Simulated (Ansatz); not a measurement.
Relaxation of Cl2H2Si (5 atoms, charge 0, multiplicity 1), to a largest force component of 0.03 eV/Å in at most 50 steps.

Level of theory: Ansatz 0.2.0, RKS PBE/def2-SVP.

```xyz
5
Properties=species:S:1:pos:R:3
Si 0.148 0.000 0.105
H 0.483 0.000 1.520
H 1.594 0.000 -0.051
Cl -0.824 1.689 -0.583
Cl -0.824 -1.689 -0.583
```

Q: Where does it end, and by what steps?

A: The run converged. After 4 steps the energy has fallen by 0.555 eV; H3 moved furthest, 0.32 Å.

```csv
step,energy less start (eV),largest force component (eV/Å),accepted
0,0.0000,1.582,yes
1,-0.4676,0.522,yes
2,-0.5517,0.265,yes
3,-0.5549,0.070,yes
4,-0.5551,0.006,yes
```

```xyz
5
Properties=species:S:1:pos:R:3
Si 0.229 0.000 0.162
H 0.192 0.000 1.657
H 1.626 0.000 -0.371
Cl -0.736 1.700 -0.521
Cl -0.736 -1.700 -0.521
```

Whether the end is a true minimum wasn't checked by a vibrational analysis.

Run time: 7.9 s on 1 thread of Arm Neoverse V1 (shared host), peak memory 0.11 GiB.
